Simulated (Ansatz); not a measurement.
H2Ge–GeH2⁺, quartet in cc-pVDZ: errors against UCCSDT(Q)

Geometry: that of the H2Ge–GeH2, triplet, kept fixed. The doublet lies 2.6 eV lower here.

```json
{"atom": "Ge", "x (Å)": "0.0192", "y (Å)": "0.0000", "z (Å)": "1.2276"}
{"atom": "Ge", "x (Å)": "0.0192", "y (Å)": "0.0000", "z (Å)": "-1.2276"}
{"atom": "H", "x (Å)": "-0.6906", "y (Å)": "1.2523", "z (Å)": "1.8004"}
{"atom": "H", "x (Å)": "-0.6906", "y (Å)": "-1.2523", "z (Å)": "1.8004"}
{"atom": "H", "x (Å)": "-0.6906", "y (Å)": "1.2523", "z (Å)": "-1.8004"}
{"atom": "H", "x (Å)": "-0.6906", "y (Å)": "-1.2523", "z (Å)": "-1.8004"}
```

Basis cc-pVDZ; Ansatz 0.2.0. Only valence electrons are correlated (noble-gas cores and the filled d shells of p-block atoms frozen), which leaves 11 electrons in 46 orbitals. R marks a restricted (for open shells ROHF) determinant, U an unrestricted one. No spin–orbit coupling is included, and no scalar relativity.

Full CI isn't at hand for all of this; UCCSDT(Q) serves as the reference, and is uncertain by about the last step of the cluster series. The frozen core follows each run's orbitals, which can shift R against U totals by a few meV for light atoms and by up to 0.1 eV past Ca.

The UHF ⟨S²⟩ is 3.762, the T1 diagnostic (RCCSD) is 0.0235 and the largest doubles amplitude (RCCSD) is 0.037. The T1 diagnostic (UCCSD) is 0.0188.

```json
{"level": "UHF", "E − E(RHF) (eV)": "-0.1130"}
{"level": "UMP2", "E − E(RHF) (eV)": "-3.9671"}
{"level": "UCCSD", "E − E(RHF) (eV)": "-5.1105"}
{"level": "UCCSD(T)", "E − E(RHF) (eV)": "-5.2389"}
```

(1) Estimate how far UCCSDT(Q) in cc-pVDZ lies from UCCSD(T). The table doesn't fix it; the size of (T) and the diagnostics are the guide.

(1) UCCSDT(Q) in cc-pVDZ lies 43 meV below UCCSD(T), which is 33 % of the (T) step (-128 meV). The diagnostics give no warning, yet the rest is a sizeable part of (T).

The other levels:

| level | E − E(UCCSDT(Q)) (meV) | share of correlation (%) | wall time |
| --- | --- | --- | --- |
| UCCSDT | 4 | 99.93 | – |

The correlation energy at UCCSDT(Q), counted from RHF, is -5.282 eV. That run took 53 s on 1 thread of Arm Neoverse V2, shared host.

Run but not shown, since their state or frozen core can't be matched to the reference's or they repeat it: RHF, RMP2, CISD, RCCSD, RCCSD(T), BCCD(T), RCCSDT, RCCSDT(Q).

Times hold each run's SCF and search for its determinant on a shared host, so for small cases they say little of a method's own cost; they ran on 1 thread of Arm Neoverse V2.
